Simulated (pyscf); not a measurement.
Thermochemistry of product channels of O=B–OH + BH₃ on the singlet surface, in kcal/mol, from ωB97M-D3(BJ)/def2-TZVP energies (ideal gas, 1 atm, RRHO with modes under 100 cm⁻¹ raised to 100, one conformer, R ln 2 for chiral ones without a mode under 150 cm⁻¹). Structures and frequencies: ωB97X-D3(BJ)/def2-SVP in PySCF.

```tsv
products	ΔE	ΔH(298 K)	ΔG(900 K)	ΔG(1200 K)
H₂B–B(OH)–OH	-17.7	-14.3	+13.5	+22.0
H₂B–O–B=O + H₂	[?]	-29.0	-25.5	-24.9
H₂B–O–BH–OH	[?]	-52.2	-22.2	[?]
```

**Question.** What belongs in the gaps?

**Answer.** 
- H₂B–O–B=O + H₂, ΔE: -27.1
- H₂B–O–BH–OH, ΔE: -55.7
- H₂B–O–BH–OH, ΔG(1200 K): -12.6

The channel to H₂B–B(OH)–OH turns unfavourable between 298 and 1200 K (ΔG from -4.9 kcal/mol to +22.0 kcal/mol).

These are energies of the channels, which say nothing of barriers.
